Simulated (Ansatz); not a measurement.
Calculation: frozen-core CCSD(T)/def2-TZVPP // B3LYP-D3(BJ)/def2-TZVP (Ansatz, a first-principles code).

Ansatz 0.2 input:
```yaml
crystal:
  periodic: [false, false, false]
  atoms:
    - { symbol: C, position_ang: [0.000004, -0.000001, 0.000015] }
    - { symbol: H, position_ang: [1.067793, -0.155483, -0.001744] }
    - { symbol: H, position_ang: [-0.668549, -0.846989, 0.001669] }
    - { symbol: H, position_ang: [-0.399249, 1.002471, 0.000059] }
basis:
  gaussian: { orbitals: def2-TZVPP }
correlation:
  method: ccsd_t
magnetization:
  spin_polarized: true
  initial_magnetization: 1
```

Output:

```
Functional definition: HF
412 factors; integrals over basis functions are off by at most 1.0e-3 eV
mean field evaluation 1: about -1076.2666 eV, gradient 1.1e1 eV
mean field evaluation 2: about -1076.2675 eV, gradient 1.1e1 eV
mean field evaluation 4: about -1076.9792 eV, gradient 1.1e0 eV
mean field evaluation 8: about -1076.9913 eV, gradient 4.0e-4 eV
mean field evaluation 16: about -1076.9901 eV, gradient 1.3e-1 eV
mean field -1076.99127262 eV, -39.5786992578 hartree, gradient 1.5e-6 eV, S^2 0.761739; 0 other end points of the search recorded, 0 dependent functions left out
1 core orbitals not correlated
reference -1076.99127262 eV, -39.5786992578 hartree; 4, 3 occupied and 68, 69 virtual orbitals, 412 factors
second order -4.28885915 eV of doubles, -0.00000000 eV of singles
cycle   1  -4.70251916 eV  change   -4.1e-1 eV  update   3.9e-2
cycle   2  -4.84014970 eV  change   -1.4e-1 eV  update   1.4e-2
cycle   3  -4.85235748 eV  change   -1.2e-2 eV  update   4.5e-3
cycle   4  -4.85274562 eV  change   -3.9e-4 eV  update   1.7e-3
cycle   5  -4.85292961 eV  change   -1.8e-4 eV  update   5.4e-4
cycle   6  -4.85303708 eV  change   -1.1e-4 eV  update   1.4e-4
cycle   7  -4.85305247 eV  change   -1.5e-5 eV  update   4.0e-5
cycle   8  -4.85305344 eV  change   -9.7e-7 eV  update   1.1e-5
cycle   9  -4.85305258 eV  change    8.6e-7 eV  update   2.6e-6
perturbative correction -0.12729235 eV, -0.0046779076 hartree
Total energy: -1081.97161755 eV, -39.7617235582 hartree
```

Cost: roughly 2.3 core-seconds.
